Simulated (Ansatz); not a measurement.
Program: Ansatz 0.2.0.

Basis-set series for C4H9F (`CCC(C)F`). The species carries charge 0 and has multiplicity 1. All single points use the PBE0-D4/def2-TZVP geometry. It is one conformer, not always the lowest.

| functional | basis | functions | energy (Eh) | HOMO (eV) | LUMO (eV) |
| --- | --- | --- | --- | --- | --- |
| PBE0-D4 | def2-SVP | 115 | -257.21806 | -8.88 | 1.87 |
| PBE0-D4 | def2-TZVPP | 281 | -257.51224 | -8.98 | 1.28 |
| ωB97M-V | def2-SVP | 115 | -257.36859 | -11.25 | 3.52 |
| ωB97M-V | def2-TZVPP | 281 | -257.67703 | -11.36 | 2.69 |

(1) Give the rows for def2-QZVPP. (Best estimate.)

Answers

(1) The calculation gave: 
| functional | basis | functions | energy (Eh) | HOMO (eV) | LUMO (eV) |
| --- | --- | --- | --- | --- | --- |
| PBE0-D4 | def2-QZVPP | 555 | -257.52649 | -9.01 | 0.82 |
| ωB97M-V | def2-QZVPP | 555 | -257.69101 | -11.38 | 1.97 |

Positive LUMOs are unbound and depend on the basis.
